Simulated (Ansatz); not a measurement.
# How far each method lies from full CI for [H···H···OH], doublet

Geometry: a point of a hydrogen-transfer path between rigid fragments, not a stationary point.

```yaml
atoms:
  - { symbol: H, position_ang: [-1.7952, 0.0498, 0.0000] }
  - { symbol: H, position_ang: [-1.1022, 0.0498, 0.0000] }
  - { symbol: O, position_ang: [0.1568, 0.0498, 0.0000] }
  - { symbol: H, position_ang: [0.4086, -0.8901, 0.0000] }
```

Basis 6-31G; Ansatz 0.2.0. Correlated methods freeze the noble-gas cores, which leaves 9 electrons in 14 orbitals. Prefix R: restricted or restricted open-shell reference; prefix U: unrestricted. Active spaces: pair = (3e, 3o) about the gap; valence = (9e, 7o) chosen from the atoms' valence shells.

Full CI is exact within this basis and frozen core; it isn't the basis-set limit. The frozen core follows each run's orbitals, which can shift R against U totals by a few meV.

For open shells CISD and CISDTQ are restricted-active-space CI with the open shells as a complete middle space.

- UHF ⟨S²⟩: 0.769
- T1 diagnostic (RCCSD): 0.0331
- largest doubles amplitude (RCCSD): 0.054
- T1 diagnostic (UCCSD): 0.0206

```
   level  E − E(RHF) (eV)
     UHF          -0.1725
    RMP2          -3.3027
    UMP2          -3.3370
   RCCSD          -3.7762
   UCCSD          -3.7796
RCCSD(T)          -3.8123
UCCSD(T)          -3.8124
```

Task: Estimate how far full CI in 6-31G lies from RCCSD(T). The table doesn't fix it; the size of (T) and the diagnostics are the guide.

Result: Full CI in 6-31G lies 1.3 kJ/mol below RCCSD(T), which is 38 % of the (T) step (-3.5 kJ/mol). T1 is raised, and the rest is a large part of (T).

The other levels:

```tsv
level	E − E(full CI) (kJ/mol)	share of correlation (%)	wall time
CISD	21.9	94.06	0.39 s
BCCD(T)	1.4	99.62	0.36 s
RCCSDT	0.9	99.77	–
UCCSDT	0.8	99.78	–
CISDTQ	0.6	99.84	1.2 s
RCCSDT(Q)	0.0	99.99	1.8 s
UCCSDT(Q)	0.0	100.00	1.8 s
RCCSDTQ	0.0	99.99	14 s
UCCSDTQ	0.0	100.00	14 s
CASSCF (pair space)	304.8	17.43	–
NEVPT2 (pair space)	39.8	89.21	0.21 s
MRCISD (pair space)	16.9	95.43	–
MRCISD+Q (pair space)	2.1	99.44	0.33 s
CASSCF (valence space)	225.0	39.05	–
NEVPT2 (valence space)	38.7	89.52	0.51 s
MRCISD (valence space)	9.1	97.54	–
MRCISD+Q (valence space)	3.2	99.13	0.69 s
```

The correlation energy at full CI, counted from RHF, is -3.826 eV. That run took 5.5 s on 1 thread of AMD EPYC 9R45, shared host over 1,003,332 determinants.

Times hold each run's SCF and search for its determinant on a shared host, so for small cases they say little of a method's own cost; they ran on 1 thread of AMD EPYC 9R45.

The full-CI state has the irrep A' of Cs, in the program's axes.

Natural occupations of full CI about the gap: 1.988 1.981 1.968 1.967 0.999 0.031 0.024 0.018 0.011 0.006; effectively unpaired electrons, Σ n²(2−n)², 1.02.
